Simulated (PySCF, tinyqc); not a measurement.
Worked calculation: CCD on RHF in the sto-3g basis, frozen core, for LiH, spin multiplicity 1. The lowest restricted solution is unstable here: a spin-polarised one lies 0.0237 hartree lower (PySCF). Computed by tinyqc, a small Python program that keeps every step (integrals from PySCF). Settings: charge = 0, multiplicity = 1, basis = sto-3g, method = RHF, frozen orbitals = 1, energy threshold = 1e-10, iteration cap = 80, orthogonalisation = symmetric, start = atomic densities, DIIS depth = 6, amplitude equations = CCD, DIIS depth for amplitudes = 4, cap on updates = 79. Command: `OMP_NUM_THREADS=1 python tinyqc.py 30200 30201 out.jsonl` (the two numbers bound the seeds that draw the settings). One thread of a shared host (Intel(R) Xeon(R) Processor @ 2.60GHz), about 0.1 s of CPU time with the checks.

Geometry (angstrom):
```
atom         x         y         z
Li    0.000000  0.000000  0.000000
H     0.000000  0.000000  2.455000
```

E_corr = 1/4 sum <ij||ab> t_ij^ab; stop when the norm of the change is below 1e-8.

Course of the amplitude iterations:
```
update  correlation energy (hartree)  norm of the change
0                        -0.02623637                   -
1                        -0.03802345            1.58e-01
2                        -0.04340473            7.53e-02
3                        -0.04784892            3.48e-02
4                        -0.04770483            1.75e-03
5                        -0.04773913            4.72e-04
6                        -0.04773834            2.79e-05
7                        -0.04773836            2.88e-06
8                        -0.04773833            4.56e-07
9                        -0.04773833            2.79e-09
```

Can the last value be used, and what does the course show?

Yes. Converged in 9 updates, with DIIS from the third.
